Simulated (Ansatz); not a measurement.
Relaxation of CH5AlO (8 atoms, charge 0, multiplicity 1), to a largest force component of 0.015 eV/Å in at most 40 steps.

These are results of RKS PBE0-D4/6-31G (Ansatz 0.2.0), not measurements.

```xyz
8
Properties=species:S:1:pos:R:3
C -0.443 0.991 -0.316
O -0.462 0.263 0.845
Al 0.495 -1.276 0.535
H -0.918 0.498 -1.160
H 0.533 1.352 -0.645
H -1.085 1.968 -0.131
H -0.302 -2.622 -0.016
H 2.022 -1.379 0.783
```

Question: Where does it end, and by what steps?

Answer: The run converged. The force dipped under the threshold on the way, but the program's further checks kept it going. Limits of this set-up: no polarisation functions. After 17 steps the energy has fallen by 0.834 eV; O2 moved furthest, 1.00 Å.

```json
{"step": "0", "energy less start (eV)": "0.0000", "largest force component (eV/Å)": "4.058", "accepted": "yes"}
{"step": "1", "energy less start (eV)": "-0.3585", "largest force component (eV/Å)": "1.757", "accepted": "yes"}
{"step": "2", "energy less start (eV)": "-0.5577", "largest force component (eV/Å)": "0.587", "accepted": "yes"}
{"step": "3", "energy less start (eV)": "-0.6603", "largest force component (eV/Å)": "0.785", "accepted": "yes"}
{"step": "4", "energy less start (eV)": "-0.7461", "largest force component (eV/Å)": "0.516", "accepted": "yes"}
{"step": "5", "energy less start (eV)": "-0.8017", "largest force component (eV/Å)": "0.332", "accepted": "yes"}
{"step": "6", "energy less start (eV)": "-0.8218", "largest force component (eV/Å)": "0.107", "accepted": "yes"}
{"step": "7", "energy less start (eV)": "-0.8015", "largest force component (eV/Å)": "0.419", "accepted": "no"}
{"step": "8", "energy less start (eV)": "-0.8286", "largest force component (eV/Å)": "0.039", "accepted": "yes"}
{"step": "9", "energy less start (eV)": "-0.8277", "largest force component (eV/Å)": "0.167", "accepted": "no"}
{"step": "10", "energy less start (eV)": "-0.8308", "largest force component (eV/Å)": "0.013", "accepted": "yes"}
{"step": "11", "energy less start (eV)": "-0.8322", "largest force component (eV/Å)": "0.024", "accepted": "yes"}
{"step": "12", "energy less start (eV)": "-0.8316", "largest force component (eV/Å)": "0.069", "accepted": "no"}
{"step": "13", "energy less start (eV)": "-0.8328", "largest force component (eV/Å)": "0.021", "accepted": "yes"}
{"step": "14", "energy less start (eV)": "-0.8332", "largest force component (eV/Å)": "0.034", "accepted": "yes"}
{"step": "15", "energy less start (eV)": "-0.8334", "largest force component (eV/Å)": "0.034", "accepted": "yes"}
{"step": "16", "energy less start (eV)": "-0.8338", "largest force component (eV/Å)": "0.014", "accepted": "yes"}
{"step": "17", "energy less start (eV)": "-0.8338", "largest force component (eV/Å)": "0.009", "accepted": "yes"}
```

```xyz
8
Properties=species:S:1:pos:R:3
C -0.497 1.134 -0.443
O 0.338 0.228 0.251
Al 0.626 -1.438 0.561
H -1.274 0.625 -1.030
H 0.108 1.745 -1.123
H -0.986 1.805 0.272
H -0.336 -2.537 -0.114
H 1.860 -1.766 1.521
```

Run time: 31 s on 1 thread of Arm Neoverse V1, with other jobs on the host, peak memory 0.12 GiB.
